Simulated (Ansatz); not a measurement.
Basis-set extrapolation for C₅H₉N (`CCCCC#N`) (PBE0-D4/def2-TZVP geometry, frozen core, Ansatz 0.2.0). Multiplicity 1, RHF reference.

```
                      def2-TZVPP   def2-QZVPP
                 HF  -249.125108  -249.136113
    MP2 correlation    -1.034370    -1.099851
CCSD(T) correlation    -1.126649      not run
```

Energies in hartree. Use E(X) = E(∞) + A·exp(−7.88·√X) for Hartree–Fock and E(X) = E(∞) + B·X^(−2.97) for correlation, with X = 3 and 4, and add CCSD(T) minus MP2 of the smaller set to the MP2 limit.

Task: What is the CCSD(T) energy at the basis-set limit?

Result: HF limit: -249.136113 + (-0.011005) × 0.13774 = -249.13763. MP2 limit: -1.099851 + (-0.065481) × 0.74074 = -1.14836. Higher-order term: -1.126649 − (-1.034370) = -0.09228. Total: -250.37827 hartree, 3.44 eV below CCSD(T)/def2-TZVPP.
